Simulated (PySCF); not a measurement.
thioformamide, CH3NS, SMILES NC=S, point group Cs.

Force field and properties: PBE0/pcSseg-1 (PySCF, grid level 2). Vibrational terms come from second-order perturbation theory with semi-diagonal cubic constants, by steps of ±0.6 along the normal coordinates of each isotopologue. The parent has the commonest isotopes.

Equilibrium geometry (Å):

```tsv
atom	x	y	z
N1	-0.7231	-0.0717	0.0270
C2	0.5890	0.1622	-0.0624
S3	1.7801	-0.9589	0.0468
H4	-1.0500	-1.0182	0.1761
H5	-1.4010	0.6725	-0.0502
H6	0.8176	1.2221	-0.2236
```

Species: ²H at 5. Output of the displacement run:

```
mode    cm-1    km/mol   phi_rrr   E(+)/cm-1  E(-)/cm-1
  1    293.52   106.20       3.0      73.86      73.72
  2    425.64     1.72     -24.0      76.19      77.90
  3    611.71    47.96      -0.9     119.42     119.34
  4    801.50     5.90     -84.2     141.68     147.76
  5    966.05    37.93       0.9     176.46     176.29
  6   1082.99    28.92      96.1     198.58     191.66
  7   1332.27    88.73    -225.0     231.95     248.14
  8   1372.18    24.87      94.9     250.82     243.97
  9   1558.60   339.80    -152.8     275.35     286.36
 10   2666.07    67.45    1440.9     535.34     431.88
 11   3111.64    20.67   -1984.9     494.53     636.98
 12   3624.05    51.59   -2317.4     576.30     742.57
```

For the shielding of H5 (σe = 25.64 ppm):

```json
{"mode": "1", "ω (cm⁻¹)": "294", "Σr φrrs (cm⁻¹)": "2", "∂σ/∂q": "0.000", "∂²σ/∂q²": "-0.932"}
{"mode": "2", "ω (cm⁻¹)": "426", "Σr φrrs (cm⁻¹)": "-48", "∂σ/∂q": "-0.061", "∂²σ/∂q²": "-0.132"}
{"mode": "3", "ω (cm⁻¹)": "612", "Σr φrrs (cm⁻¹)": "-5", "∂σ/∂q": "0.000", "∂²σ/∂q²": "-0.035"}
{"mode": "4", "ω (cm⁻¹)": "802", "Σr φrrs (cm⁻¹)": "-235", "∂σ/∂q": "-0.385", "∂²σ/∂q²": "-0.262"}
{"mode": "5", "ω (cm⁻¹)": "966", "Σr φrrs (cm⁻¹)": "4", "∂σ/∂q": "0.000", "∂²σ/∂q²": "-0.014"}
{"mode": "6", "ω (cm⁻¹)": "1083", "Σr φrrs (cm⁻¹)": "282", "∂σ/∂q": "-0.005", "∂²σ/∂q²": "-0.146"}
{"mode": "7", "ω (cm⁻¹)": "1332", "Σr φrrs (cm⁻¹)": "-475", "∂σ/∂q": "0.217", "∂²σ/∂q²": "-0.010"}
{"mode": "8", "ω (cm⁻¹)": "1372", "Σr φrrs (cm⁻¹)": "305", "∂σ/∂q": "0.291", "∂²σ/∂q²": "-0.200"}
{"mode": "9", "ω (cm⁻¹)": "1559", "Σr φrrs (cm⁻¹)": "-451", "∂σ/∂q": "-0.685", "∂²σ/∂q²": "-0.200"}
{"mode": "10", "ω (cm⁻¹)": "2666", "Σr φrrs (cm⁻¹)": "-739", "∂σ/∂q": "1.992", "∂²σ/∂q²": "0.399"}
{"mode": "11", "ω (cm⁻¹)": "3112", "Σr φrrs (cm⁻¹)": "-866", "∂σ/∂q": "0.084", "∂²σ/∂q²": "0.008"}
{"mode": "12", "ω (cm⁻¹)": "3624", "Σr φrrs (cm⁻¹)": "154", "∂σ/∂q": "0.025", "∂²σ/∂q²": "-0.069"}
```

Q: Work out the zero-point average of this shielding.

A: With ⟨qs⟩ = −Σr φrrs/(4ωs) and ⟨qs²⟩ = 1/2: the mean displacements are -0.002, 0.028, 0.002, 0.073, -0.001, -0.065, 0.089, -0.056, 0.072, 0.069, 0.070, -0.011. The anharmonic term Σ (∂σ/∂q)⟨q⟩ is 0.07 ppm, the harmonic term ¼ Σ ∂²σ/∂q² is -0.40 ppm, so ⟨σ⟩ = 25.31 ppm.

Internal rotors are held in one well.
